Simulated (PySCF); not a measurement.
Compound: silanimine, H3NSi.
Geometry (PBE0-D3(BJ)/def2-SVP, Å), atoms numbered from 1 in this order:
```
atom  x, y, z in Å
N1     1.077   -0.529    0.018
Si2   -0.435    0.003   -0.007
H3     1.856    0.126   -0.013
H4    -0.953    1.405   -0.075
H5    -1.527   -0.999    0.043
```

Method used: PySCF, TDDFT wB97X-D/def2-SVPD, vertical, gas phase, core orbitals frozen in the response.

Ground-to-excited transition dipoles (e·a0, same axes as the geometry; the sign carries no meaning), for the states with f of 0.002 or more among the lowest 10:

```tsv
state	E (eV)	μx	μy	μz
S2	5.501	-0.800	0.048	-0.002
S3	6.782	0.593	-0.614	0.203
S4	6.787	-0.123	0.169	0.828
S7	7.502	0.281	-0.311	0.017
S8	8.248	-0.229	0.223	0.036
S9	8.261	-0.019	-0.010	-0.577
S10	8.593	0.000	0.019	0.394
```

Problem. Work out the oscillator strengths.

Solution. f = (2/3) ΔE |μ|² with ΔE in hartree (27.2114 eV).

| state | \|μ\|² (au) | \|μ\| (D) | f |
| --- | --- | --- | --- |
| S2 | 0.642 | 2.04 | 0.086 |
| S3 | 0.769 | 2.23 | 0.128 |
| S4 | 0.730 | 2.17 | 0.121 |
| S7 | 0.176 | 1.07 | 0.032 |
| S8 | 0.104 | 0.82 | 0.021 |
| S9 | 0.333 | 1.47 | 0.067 |
| S10 | 0.155 | 1.00 | 0.033 |

Problem. What angle do the transition dipoles of S3 and S7 make?

Solution. |cos θ| = |μa·μb| / (|μa| |μb|) = 0.98, so θ ≈ 11° (taken between 0 and 90°, since the signs are arbitrary).

Problem. How is the summed strength of these states shared among x, y and z?

Solution. (2/3) Σ ΔE μα² gives 0.172 for x, 0.096 for y and 0.221 for z, 0.489 in all.

Problem. What peak molar absorption coefficient would the strongest computed level give as a lone Gaussian band 0.4 eV wide at half height?

Solution. ε(max) = 2.175×10⁸ f / FWHM, with the width in cm⁻¹. S3: 2.175×10⁸ × 0.1278 / 3226 ≈ 8600 L mol⁻¹ cm⁻¹.

All these states lie below the vertical ionisation energy of 9.88 eV (ΔSCF).
